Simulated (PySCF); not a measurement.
These are PBE-D3(BJ)/def2-TZVP // B3LYP-D3(BJ)/def2-SVP (PySCF 2.14.0) values and carry that method's errors. All species are isolated molecules in the gas phase. 

Reference species (SMILES): `N` (neutral, multiplicity 1).

```yaml
dipole_moment: 1.75 D
HOMO–LUMO gap: 6.26 eV
HOMO: -6.07 eV
```

After one change: the dipole moment increases by 2.20 D; the HOMO–LUMO gap increases by 1.53 eV; the HOMO drops by 2.00 eV.

Name the change that produced these shifts. The new species is one of these.
A. `O`
B. `CC#N`
C. `c1ccncc1`
D. `CO`

B, `CC#N`
